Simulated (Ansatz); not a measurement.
The same path of CH₆AlSi (9 atoms, charge 0, multiplicity 2) was run twice with different band settings. The coordinate that changes most is the dihedral C1–Al2–Si3–H8.

Theory: Ansatz, UKS B3LYP/6-31G*.

Relaxed end points:

```xyz
9
Properties=species:S:1:pos:R:3
C -0.915 1.004 -1.045
Al 0.683 0.401 -0.071
Si 0.630 -1.537 1.337
H -0.702 1.102 -2.118
H -1.773 0.333 -0.934
H -1.225 2.000 -0.697
H 2.075 1.167 -0.165
H -0.557 -2.406 1.576
H 1.784 -2.065 2.118
```

```xyz
9
Properties=species:S:1:pos:R:3
C -0.916 1.004 -1.045
Al 0.680 0.408 -0.061
Si 0.631 -1.540 1.333
H -0.705 1.065 -2.122
H -1.783 0.349 -0.910
H -1.208 2.015 -0.728
H 2.067 1.184 -0.143
H 1.786 -2.066 2.114
H -0.551 -2.419 1.562
```

Common settings: movable images 7; climbing image yes; optimiser quadratic models (default); start path through a guess of the saddle point; force threshold 0.03 eV/Å; end points relaxed.

| run | spring | iteration limit |
| --- | --- | --- |
| 1 | 5.0 eV/Å² | 51 |
| 2 | 0.1 eV/Å² | 50 |

Problem. What does each run give, and how far can it be trusted?

Solution. Run 1: converged after 23 iterations, highest image 0.222 eV above the first end. A vibrational analysis at the climbing image gives one clearly imaginary mode, 184i cm⁻¹: a first-order saddle point.
Run 2: converged after 21 iterations, highest image 0.222 eV above the first end. Another band between the same ends (7 images) ends at a top of the same energy, where a vibrational analysis finds 1 clearly imaginary mode.
